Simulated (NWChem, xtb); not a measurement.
CH2NSi (SMILES N#C[SiH2]): the dipole moment, rung by rung

The species is CH2NSi (5 atoms), meant as a doublet with charge 0. As SMILES, `N#C[SiH2]`. Geometry: relaxed at PBE0-D4/def2-TZVP.

Each level gives the dipole moment (D). The values are calculated.

```tsv
level	kind	program	value (D)
GFN2-xTB	semi-empirical	xtb	4.31
GFN0-xTB	semi-empirical	xtb	6.76
GFN1-xTB	semi-empirical	xtb	3.77
UBP86/def2-SVP	GGA	NWChem	3.17
UBP86/def2-SVPD	GGA	NWChem	3.43
UBP86/def2-TZVP	GGA	NWChem	3.39
UBP86/def2-TZVPD	GGA	NWChem	3.41
UB3LYP/def2-SVP	global hybrid	NWChem	3.25
UB3LYP/def2-SVPD	global hybrid	NWChem	3.51
UB3LYP/def2-TZVP	global hybrid	NWChem	3.47
```

The values span 3.17 to 6.76 D. Magnitudes only.
